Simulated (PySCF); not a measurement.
# SiH₂ + 2 HF → SiH₄ + F₂

Level: PBE in the def2-TZVP basis family, all electrons, no relativity, computed in PySCF with density fitting; open shells unrestricted.

| species | state and structure | E (Eh) | ZPE (kJ/mol) | H(298 K) − H(0) (kJ/mol) | S° (J/(mol K)) |
| --- | --- | --- | --- | --- | --- |
| SiH₂ | singlet, C2v, Si–H 1.539 Å (×2); H–Si–H 90.5° | -290.45799 | 29.5 | 10.0 | 207.8 |
| HF | singlet, C∞v, H–F 0.932 Å | -100.39132 | 23.8 | 8.7 | 173.9 |
| SiH₄ | singlet, Td, Si–H 1.493 Å (×4) | -291.72118 | 79.2 | 10.6 | 205.2 |
| F₂ | singlet, D∞h, F–F 1.413 Å | -199.42304 | 6.0 | 8.8 | 202.5 |

What is the electronic reaction energy?

At PBE/def2-TZVP, ΔE = 253.1 kJ/mol from the differences of the total energies times 2625.5, uphill. 

Add zero-point, thermal and entropy terms for 298.15 K and 1 bar.

ΔZPE = 8.1 and Δ[H(298) − H(0)] = -8.0 kJ/mol give ΔH° = 253.2 kJ/mol. ΔS° = -147.9 J/(mol K), so ΔG° = 253.2 − 298.15 × (-0.1479) = 297 kJ/mol.

The structures come from searches over a few start shapes, so lower isomers are not excluded.
